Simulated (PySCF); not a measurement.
ClF₄⁺ (singlet). Level of theory: PBE in PySCF with Cl def2-SVP, F def2-SVP; no relativity; density-fitted integrals.

Harmonic bands of its minimum:

```tsv
ω (cm⁻¹)	IR (km/mol)
134	0.2
302	10.7
393	0.0
412	14.2
444	6.7
540	4.4
694	46.7
718	100
815	303
```

Q: The central atom is Cl. Infer the point group and assign the bands.

A: C2v. The modes span 4a1 + 2b1 + a2 + 2b2: 134 a1, 302 b1, 393 a2, 412 a1, 444 b2, 540 a1, 694 a1, 718 b1, 815 b2. The computed geometry has Cl–F 1.626 Å (×2), Cl–F 1.666 Å (×2); F–Cl–F 88.6° (×4), F–Cl–F 106.9°, F–Cl–F 175.3°.

This need not be the most stable arrangement of these atoms.
